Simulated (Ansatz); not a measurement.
Geometry optimisation, RKS PBE0-D4/6-31G* (Ansatz 0.2.0).

The input (input.yaml):

```yaml
crystal:
  periodic: [false, false, false]
  atoms:
    - { symbol: Al, position_ang: [0.0, 0.0, 0.0] }
    - { symbol: H, position_ang: [0.0, 0.0, 1.56] }
    - { symbol: "N", position_ang: [1.6627, 0.0, -0.96] }
    - { symbol: H, position_ang: [2.1293, -0.9179, -1.2118] }
    - { symbol: H, position_ang: [2.1141, 0.9179, -1.2382] }
    - { symbol: C, position_ang: [-1.706, 0.0, -0.985] }
    - { symbol: H, position_ang: [-2.2662, -0.9305, -0.7558] }
    - { symbol: H, position_ang: [-2.3102, 0.8797, -0.6796] }
    - { symbol: H, position_ang: [-1.5043, 0.0508, -2.0753] }
basis:
  gaussian: { orbitals: "6-31G*" }
hamiltonian:
  xc: pbe0
  dispersion: d4
relax:
  f_tol: 0.02
  max_steps: 40
output:
  orbitals: {}
```

Run as:

```bash
$ ansatz run input.yaml --threads 1 --pin off --max-ram 2048MiB --backend cpu --events-out ev --progress --plain --runs-dir out
```

Q: Where does it end, and by what steps?

A: The run converged. After 10 steps the energy has fallen by 0.850 eV; H4 moved furthest, 1.17 Å.

```tsv
step	energy less start (eV)	largest force component (eV/Å)	accepted
0	0.0000	2.211	yes
1	-0.3059	0.779	yes
2	-0.3760	0.565	yes
3	-0.4504	1.386	yes
4	-0.5961	1.117	yes
5	-0.6887	0.868	yes
6	-0.7680	0.815	yes
7	-0.8422	0.084	yes
8	-0.8487	0.184	yes
9	-0.8476	0.308	no
10	-0.8500	0.013	yes
```

```xyz
9
Properties=species:S:1:pos:R:3
Al 0.021 -0.184 -0.051
H 0.128 -0.587 1.490
N 1.570 0.031 -0.902
H 2.475 -0.083 -0.466
H 1.679 0.284 -1.875
C -1.672 0.089 -0.997
H -2.394 -0.703 -0.763
H -2.139 1.036 -0.697
H -1.550 0.117 -2.086
```

Whether the end is a true minimum wasn't checked by a vibrational analysis.

Time of the run: 26 s on 1 thread of Arm Neoverse V2, on a shared host, peak memory 0.11 GiB.
